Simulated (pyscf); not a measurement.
This saddle point was located with ωB97X-D3(BJ)/def2-SVP in PySCF.

```xyz
6

I      0.8730     2.2432     0.6632
H      1.2895     0.1022     0.0083
C      0.2139    -0.0443    -0.3792
C     -0.1168    -1.0789     0.3490
H      0.0132     0.2851    -1.3982
H     -0.1357    -1.2146     1.4343
```
Charge 0, spin multiplicity 1.

Surface: singlet, charge 0. Lowest wavenumbers (cm⁻¹): 840i, 229, 319, 424, 701.

Problem. Which two sides does it connect, and which bonds change?

Solution. `[IH]` + `[CH]#[CH]` <-> `[CH][CH2][I]` [singlet], an insertion read from left to right: H–I broken and C–I, C–H formed. At CCSD(T)/def2-TZVPP + ΔMP2(QZVPP) it lies +44.0 kcal/mol from the left side and +4.2 kcal/mol from the right (each side as separated species at their lowest minima found). From the product side, •HC=CH₂ + I• lies, by one bond made or cut, 12.9 kcal/mol under this saddle at ωB97M-D3(BJ). The same reactants have a lower exit, to H₂C=CH–I (barrier +40.2 kcal/mol at ωB97M-D3(BJ), against +48.5 kcal/mol here). :HC–CH₂–I [singlet] is an excited spin state, 3.5 kcal/mol over the triplet at ωB97X-D3(BJ). :HC–CH₂–I [singlet] lies 72.2 kcal/mol over its isomer H₂C=CH–I, and others may lie lower still (electronic energy, ωB97M-D3(BJ)). This is the saddle that the search found; another between the same sides may lie lower. One closed-shell reference is unstable to symmetry breaking; treat the single-reference values with care. The CCSD(T) − MP2 part came from Ansatz, without density fitting, on the same reference. The largest closed-shell T1 diagnostic is 0.035, which may signal static correlation. The frozen core leaves the outer d or s,p core shells of the metals and heavy elements correlated in the MP2 and CC values, and def2-TZVPP describes them poorly, which can shift differences by a few kcal/mol. Elements past Kr carry the def2 core potentials, without spin-orbit coupling.
